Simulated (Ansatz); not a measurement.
## Cubic perovskite CsSnBr3

Calculation: revPBE (plane waves, PAW; Ansatz, a quantum-chemistry and plane-wave program).

Settings: plane-wave cutoff 520 eV, 6×6×6 k mesh, Fermi–Dirac smearing 0.01 eV, scalar-relativistic PAW data made under PBE.

Cell: relaxed at this level.

```json
{
 "equilibrium_volume_per_atom": "43.20 Å³/atom",
 "bulk_modulus": "16.5 GPa",
 "band_gap": "0.94 eV",
 "Γ–Γ gap": "5.26 eV",
 "lattice_parameter_a": "6.000 Å",
 "pressure derivative B′ of the bulk modulus": "4.6"
}
```

Note: the relaxation could not lower the start's symmetry, so the cell can be a saddle point above a distorted one.

Spin–orbit coupling is not included.
